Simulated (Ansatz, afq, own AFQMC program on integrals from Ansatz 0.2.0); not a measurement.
Where AFQMC and coupled cluster stand for HBrF, doublet

```xyz
3

Br    0.0000    0.0000   -1.5437
H     0.0000    0.0000    0.0743
F     0.0000    0.0000    1.4693
```

Connectivity, by distances: BrH ··· F.

Basis cc-pVTZ. Noble-gas cores (and the filled d shells of Ga–Kr and In–Xe) are frozen. Ansatz 0.2.0 and our own AFQMC program on the same integrals; the CISD trial comes from CCSD amplitudes, and released means the phaseless constraint is let go. ± is one standard error of the sampling. No spin–orbit coupling.

Determinant: UHF, the one that the program's search chose, which needn't be the lowest solution. The geometry is a point of a scan.

No full CI on the walks' own integrals is used here; CCSDT(Q) serves as the reference and is uncertain by about the last step of the cluster series.

Cautions: no relativity below Rb; no spin-orbit coupling; inner d shell frozen; unrestricted determinant slightly spin contaminated (⟨S²⟩ 0.83 against 0.75); the released energies are still falling, so no released level is given (meV from the phaseless value at times in 1/Eh: -5 ± 6 at 0.24, -11 ± 7 at 0.51, -13 ± 7 at 0.99, -23 ± 12 at 1.50), though the last usable value meets CCSDT(Q) within the noise.

* T1 diagnostic: 0.0330
* weight of the determinant in the CISD state: 0.849
* ⟨S²⟩ of the determinant: 0.826
* size of the correlated space: 15 electrons in 72 orbitals

Reference: CCSDT(Q), correlation energy -12.009 eV.

| level | E − E(reference) (meV) | share of correlation (%) |
| --- | --- | --- |
| HF | 12009.5 | 0.00 |
| MP2 | 1400.6 | 88.34 |
| CCSD | 413.7 | 96.56 |
| CCSD(T) | 52.7 | 99.56 |
| CCSDT | 19.3 | 99.84 |
| ph-AFQMC/CISD | 37.0 ± 6.1 | 99.69 |

A walk keeps the symmetry of its determinant, which the program's search chose and which needn't be the lowest solution, so a lower state of the same spin and another symmetry isn't excluded.
